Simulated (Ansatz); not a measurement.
Reaction (SMILES): FOF → F atom + [O]F (O-F)
B3LYP-D3(BJ)/def2-TZVP geometries, fixed; electronic energies without zero-point terms.

How fast the bond dissociation energy converges with the basis for several methods (Ansatz, a program for electronic structure): deviation from each method's own reference, in kcal/mol. References: B2PLYP 39.03 kcal/mol, the value in aug-pcseg-3; B3LYP 38.31 kcal/mol, the value in aug-pcseg-3; CCSD(T) 40.40 kcal/mol, Hartree-Fock in cc-pVQZ plus the correlation part extrapolated as X^-3 from cc-pVTZ and cc-pVQZ; HF -24.50 kcal/mol, the value in aug-pcseg-3; MP2 49.84 kcal/mol, Hartree-Fock in aug-cc-pVQZ plus the correlation part extrapolated as X^-3 from aug-cc-pVTZ and aug-cc-pVQZ; PBE 51.77 kcal/mol, the value in aug-pcseg-3. All functions are spherical. In correlated methods cores are frozen. A restricted Hartree-Fock determinant is unstable towards unrestricted orbitals. Open shells are unrestricted. No added dispersion term, no relativity. 

```csv
basis,functions,B2PLYP,B3LYP,CCSD(T),HF,MP2,PBE
STO-3G,15,12.90,27.58,2.48,26.22,(withheld),26.05
6-31G,27,-15.36,-9.50,-23.09,-13.41,(withheld),-9.03
cc-pVDZ,42,-5.34,-0.73,-11.58,-4.39,(withheld),-0.44
def2-SVP,42,-4.12,0.11,-9.84,-2.88,(withheld),0.19
pcseg-1,42,-6.02,-2.61,-11.97,-5.22,(withheld),-2.23
def2-SVPD,69,-4.14,-1.82,-7.70,-2.37,(withheld),-2.00
cc-pVQZ,165,-0.46,0.08,-1.46,-0.39,(withheld),0.23
def2-QZVPPD,198,-0.51,-0.24,-1.13,-0.42,(withheld),-0.25
```

Problem. Complete the blanks.

Solution. 
- STO-3G, MP2: -16.90
- 6-31G, MP2: -25.87
- cc-pVDZ, MP2: -14.01
- def2-SVP, MP2: -12.26
- pcseg-1, MP2: -12.66
- def2-SVPD, MP2: -9.71
- cc-pVQZ, MP2: -2.12
- def2-QZVPPD, MP2: -1.86
